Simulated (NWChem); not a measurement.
A series in which one site is exchanged, each optimised at PBE0/def2-SVP with NWChem, gas phase unless a solvent is named. Some are not confirmed as minima by frequencies. def2 effective core potentials on Zr; no spin-orbit coupling.

A: CS(C)=O (C$_{2}$H$_{6}$OS; site = S)
B: [O]=[Zr]([CH3])[CH3] (C₂H₆OZr; site = Zr)
C: [CH3][Ti]([CH3])=[O] (C$_{2}$H$_{6}$OTi; site = Ti)

Rank them by static polarisability, PBE/def2-SVPD (bohr³), lowest first.

A (55.4), C (67.5), B (77.2)
